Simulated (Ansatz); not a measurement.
Results of PBE-D4 (PAW; Ansatz, a program for electronic structure) for pyrite RuS2.

Run with plane-wave cutoff 500 eV, 6×6×6 k mesh, gaussian smearing 0.02 eV, no spin polarisation, scalar-relativistic PAW data made under PBE.

Cell (relaxed at this level):

RuS2 is taken in the cubic space group Pa-3 (No. 205), Pearson symbol cP12. Conventional cell: a = 5.602 Å, b = 5.602 Å, c = 5.602 Å, α = 90.00°, β = 90.00°, γ = 90.00°. Ru on 4a has 6 S at 2.345 Å (octahedral). S on 8c sees 1 S at 2.198 Å and 3 Ru at 2.345 Å (tetrahedral). (Neighbours: up to the widest gap in distance over summed covalent radii, below 1.35, at either atom; cation-cation and far metal-metal contacts left out.)

Task: What does this level give for the band gap?

Result: 
- band gap = 0.59 eV (on the SCF k mesh)

Note: a distance lies near a switch of the dispersion term, which can move the cell.

Spin–orbit coupling is not included.

Static lattice: no zero-point or thermal effects.
